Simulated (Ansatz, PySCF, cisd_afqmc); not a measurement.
System: CH3NO, charge 0, singlet. CH3NO (SMILES NC=O).
B3LYP-D3(BJ)/def2-TZVP minimum from Ansatz (a quantum-chemistry and plane-wave program):
```
C
O 1 1.2093
N 1 1.3564 2 124.95
H 3 1.0045 1 121.30 2 180.00
H 3 1.0072 4 119.31 1 180.00
H 1 1.1056 2 122.73 3 180.00
```
Charge 0, spin multiplicity 1.

Atomisation energy term by term, kcal/mol (programs: Ansatz, cisd_afqmc). Open shells are spin-unrestricted; no spin-orbit coupling. Cores are frozen in correlated methods. Rows without X2C or -DK are non-relativistic. The Monte Carlo rows (phaseless AFQMC, CISD trial, step 0.005/hartree) carry one-sigma bars that omit the constraint's bias. Outlying blocks are dropped, and bars are widened where a walk drifts. Over all cases where full CI ran beside it in this data, AFQMC minus full CI had a median of +0.1 mEh and passed +0.4 mEh in a tenth of the cases. CBS(X,Y): correlation extrapolated as X^-3, Hartree-Fock from the larger set (Q,5: extrapolated as (X+1)exp(-9√X)). A bracket is a step between two methods taken in the basis named. 'core' is core correlation in cc-pwCVTZ, 'X2C' scalar relativity in cc-pVTZ-DK, both at CCSD(T). For partners of very few electrons the exact lower level stands in for a higher one.

```json
[
 {"term": "Hartree-Fock", "basis": "CBS(cc-pVQZ,cc-pV5Z)", "kcal/mol": "377.46"},
 {"term": "CCSD correlation", "basis": "CBS(cc-pVQZ,cc-pV5Z)", "kcal/mol": "175.56"},
 {"term": "(T)", "basis": "CBS(cc-pVQZ,cc-pV5Z)", "kcal/mol": "13.05"},
 {"term": "CCSDT(Q) - CCSD(T)", "basis": "cc-pVDZ", "kcal/mol": "0.88"},
 {"term": "core correlation", "basis": "cc-pwCVTZ", "kcal/mol": "2.19"},
 {"term": "scalar relativity", "basis": "X2C, cc-pVTZ-DK", "kcal/mol": "-0.65"},
 {"term": "minus zero-point energy", "basis": "Hessian by PySCF at B3LYP-D3(BJ)/def2-TZVP", "kcal/mol": "-28.41"},
 {"term": "sum: D0", "basis": "", "kcal/mol": "540.1"}
]
```

The step beyond CCSD(T) by other levels: AFQMC/CISD in cc-pVDZ 1.06 ± 0.19; AFQMC/CISD in cc-pVTZ 0.45 ± 0.32 kcal/mol.
